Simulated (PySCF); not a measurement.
Compound: C4H4F2.
Structure used (PBE0-D3(BJ)/def2-SVP), in Å, numbered top down from 1:
```xyz
10
C4H4F2 angstrom
F     -0.381   -1.691    1.163
C     -0.117   -0.935    0.059
C      1.129   -0.093    0.083
C      0.473    1.042   -0.203
C     -0.884    0.407   -0.067
F     -1.740    0.529   -1.123
H     -0.241   -1.560   -0.842
H      2.178   -0.346    0.256
H      0.782    2.063   -0.434
H     -1.424    0.654    0.862
```

Computed, not measured: MP2 and CCSD/aug-cc-pVDZ in PySCF, restricted Hartree–Fock reference, frozen core, non-relativistic, gas phase, PBE0-D3(BJ)/def2-SVP geometry.

E(HF) = -352.65467 Eh.

Task: How large is the problem?

Result: 174 basis functions and 46 electrons; 6 orbitals frozen, which leaves o = 17 correlated occupied and v = 151 virtual orbitals. That is o·v = 2567 singles and o·v(o·v + 1)/2 = 3296028 distinct closed-shell doubles amplitudes before symmetry; the costliest CCSD step grows as o²v⁴ = 1.5 × 10^11.

Task: What are the MP2 and CCSD correlation energies?

Result: MP2 -0.9458 Eh and CCSD -0.9815 Eh, which gives totals of -353.60047 and -353.63615 Eh. That is 0.786 eV for each correlated electron at CCSD (2577 kJ/mol in all, 0.278 % of the total energy); MP2 gives 96.4 % of the CCSD value.

Task: What is the T1 diagnostic?

Result: 0.0125, below the customary warning level of 0.02. It is the norm of the spatial-orbital singles amplitudes over the root of the number of correlated electrons, so the norm is 0.073.

Task: How does correlation change the dipole moment?

Result: HF gives 2.21 D and CCSD (unrelaxed density) 1.99 D, a change of -0.22 D.

Connected triples and the basis-set limit are missing.

The job also held the EOM ionisation roots. Hardware: one thread of an Arm Neoverse V2, shared host. Cost: 11 min of wall time.
